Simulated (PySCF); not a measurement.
Species: PF4 (charge +1).
SMILES with atom numbers: `[F:1][P+:2]([F:3])([F:4])[F:5]`

Computed by this run: PySCF, PBE0-D3(BJ)/def2-SVP geometry optimisation, gas phase; density fitting, grid level 1; the optimiser is geomeTRIC in internal coordinates, started from a GFN2-xTB structure with every atom displaced at random (about 0.01 Å).

Step 0: E = -20124.1869 eV
```
atom  x, y, z in Å  |  force x, y, z in eV/Å
F1     -1.1845   -0.0525   -0.8962   -1.424   0.125  -0.883
P2     -0.0039   -0.0039   -0.0056    0.935   0.509   0.897
F3      1.2195   -0.2482   -0.8295    0.717  -0.163  -0.389
F4      0.1339    1.3474    0.6594   -0.179  -0.173  -0.062
F5     -0.1315   -1.0767    1.0340   -0.049  -0.298   0.437
```

Task: Estimate the geometry and energy of step 1. (The exact step hangs on the optimiser's Hessian estimate; all steps are aligned on step 0, rigid shifts and turns removed.)

Result: E = -20124.2189 eV, largest force 0.640 eV/Å
```
atom  x, y, z in Å  |  force x, y, z in eV/Å
F1     -1.2198   -0.0211   -0.9016    0.549  -0.076   0.320
P2      0.0117   -0.0090   -0.0089   -0.380  -0.208  -0.390
F3      1.2543   -0.2642   -0.8345   -0.278   0.042   0.144
F4      0.1062    1.3380    0.6557    0.105   0.186   0.078
F5     -0.1189   -1.0777    1.0514    0.004   0.055  -0.151
```

The energy changes by -0.0320 eV. The first-order estimate −F·Δx gives -0.1116 eV and the mean of the old and new forces, exact on a quadratic surface, -0.0329 eV. The step makes an angle of 51° with the force vector and moves no atom by more than 0.048 Å.

What follows is the cost of the whole optimisation. The run took 19 s of wall time on one thread of an Arm Neoverse V1, on a shared host, and the process peaked at 0.32 GiB of memory.
